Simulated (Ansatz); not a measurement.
# CH₂N+ (triplet): from Hartree-Fock to the top rungs, def2-QZVPP

The task here is to estimate one member of a computed series from the others.

Method: def2-QZVPP, core rule «outside noble gas», up to 2 orbitals frozen; program: Ansatz 0.2.0, Gaussian basis.

Plan: UHF; ROHF; CCSD(T) on UHF.

2 further runs of the same task are left out: 2 set aside as unsound or not needed.

## The system

The geometry is a PBE0/def2-TZVP stationary point (not a proven minimum) of the parent state, kept for this charge and spin.

4 atoms, charge 1, spin multiplicity 3.

Atoms are counted from 1 here; the program's logs count them from 0.

Bond lengths: N1–C2 1.286 Å, N1–H3 1.022 Å, N1–H4 1.022 Å. Angles: C2–N1–H3 123.0°, C2–N1–H4 123.0°, H3–N1–H4 114.0°.

Set-up of the first run:

Input file in.yaml:

```yaml
crystal:
  periodic: [false, false, false]
  atoms:
    - {symbol: N, position_ang: [0.000000, 0.000000, 0.510827]}
    - {symbol: C, position_ang: [0.000000, 0.000000, -0.774802]}
    - {symbol: H, position_ang: [0.000000, 0.856858, 1.066986]}
    - {symbol: H, position_ang: [0.000000, -0.856858, 1.066986]}
basis:
  gaussian: {orbitals: "def2-QZVPP.json"}
total_charge: 1
magnetization: {spin_polarized: true, initial_magnetization: 2}
hamiltonian: {xc: hf}
output: {orbitals: {seedname: orbitals}}
```

Launch:

```
> ansatz run in.yaml --threads 1 --pin off --events-out ev --progress --plain --max-ram 2393MiB
```

Among the steps run: UHF; ROHF; CCSD(T) on UHF.

One table of the session follows, with a row left open; its other results are not shown here.

It belongs to the step «Misses and costs». 

```
  method  from UCCSD(T) (kcal/mol)
    ROHF                   +210.48
     UHF                   +202.40
    UMP2                         ?
   UCCSD                     +8.31
UCCSD(T)                         0
```

Estimate the missing values for UMP2.

**Answer.** from UCCSD(T) (kcal/mol): +24.43. In the column «from UCCSD(T) (kcal/mol)» it lies between UCCSD (+8.31) and UHF (+202.40).
